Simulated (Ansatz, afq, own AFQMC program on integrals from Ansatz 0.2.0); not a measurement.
## Atomization energy of NbO, quartet

```xyz
2

Nb    0.0000    0.0000    0.0000
O     0.0000    0.0000    1.6748
```

Atoms in their ground-state spins without spin–orbit coupling (mostly on UHF) minus the molecule (UHF), without zero-point energy. The geometry is a stationary point, not shown to be a minimum.

Basis def2-TZVP with its core potentials. Noble-gas cores (and the filled d shells of Ga–Kr and In–Xe) are frozen. AFQMC by an in-house program on the Cholesky factors that Ansatz 0.2.0 writes for its CCSD(T) run. The CISD trial takes its coefficients from CCSD amplitudes. Released means that phaseless walkers are propagated on without the constraint, phases kept. Error bars are statistical, one sigma. No spin–orbit coupling. The metal's outer-core s and p shells are frozen, which shifts wave-function levels against functionals. The errors of all members are added in quadrature.

No full CI on the walks' own integrals is used here; CCSDT(Q) serves as the reference and is uncertain by about the last step of the cluster series. Each member takes its own surest rung, up to full CI.

The best estimate is CCSD(T) at the basis-set limit (CBS: def2-TZVPP and def2-QZVPP, with their diffuse functions for anions and beside diffuse sets, CCSD(T) itself extrapolated) plus the step from CCSD(T) to CCSDT(Q) in def2-TZVP. Rows without CBS are in def2-TZVP; B2PLYP and the wave-function rows carry a basis error of their own. Core correlation and relativity beyond core potentials are missing, and ± holds the sampling alone.

Cautions: no spin-orbit coupling; outer-core shells of the metal frozen; NbO (quartet): higher spins were not checked, (T) is large, 7 % of the CCSD correlation, unrestricted determinant slightly spin contaminated (⟨S²⟩ 3.84 against 3.75), the released energies have errors that jump between times, so the bars are unsure, so no released level is given (meV from the phaseless value at times in 1/Eh: -23 ± 5 at 0.60, -29 ± 9 at 1.20, -261 ± 228 at 2.00, -38 ± 9 at 3.00, -37 ± 16 at 4.20), though the last usable value meets CCSDT(Q) within the noise, its ph-AFQMC/CISD value lies 50 ± 5 meV above CCSDT(Q).

Best estimate: 178.7 kcal/mol.

```
        level  atomization energy (kcal/mol)  error against the best estimate (kcal/mol)
           HF                           77.5                                      -101.2
          MP2                          184.7                                         5.9
         CCSD                          159.5                                       -19.2
      CCSD(T)                          171.1                                        -7.6
        CCSDT                          170.8                                        -7.9
     CCSDT(Q)                          171.7                                        -7.0
ph-AFQMC/CISD                    170.8 ± 0.1                                  -7.9 ± 0.1
       HF/CBS                           80.4                                       -98.3
      MP2/CBS                          192.6                                        13.8
  CCSD(T)/CBS                          178.2                                        -0.6
          PBE                          190.8                                        12.1
       r2SCAN                          175.4                                        -3.3
         PBE0                          170.2                                        -8.5
        B3LYP                          176.1                                        -2.6
      wB97M-V                          170.9                                        -7.8
       B2PLYP                          181.0                                         2.3
```

Correlation beyond CCSD(T) adds 0.6 kcal/mol. Going to the basis-set limit adds 7.0 kcal/mol at CCSD(T). The perturbative (T) step is worth +11.6 kcal/mol.

Best estimates are given only where the step beyond CCSD(T) is under 0.3 eV and no member's determinant is very poor (T1 over 0.05, or 0.07 for open shells, ⟨S²⟩ too high by 0.3, two states mixed), so the hardest cases are missing from such tables.

The functionals ran in a triple-zeta set and keep a basis error of their own, a few kJ/mol for each bond in atomization energies and more for double hybrids, so close places among them and the extrapolated levels can swap.

CCSDT and higher add their correlation energy to the determinant of the CCSD(T) run, since their own runs factorise the integrals more tightly (a shift of under 2 meV). Each member of a difference takes its own highest rung, so a best estimate needn't equal the limit plus the step of one row. A walk keeps the symmetry of its determinant, which the program's search chose and which needn't be the lowest solution, so a lower state of the same spin and another symmetry isn't excluded. The exponents were fitted on light atoms, and def2 sets of heavy atoms don't grow evenly, so the limit is rough here.
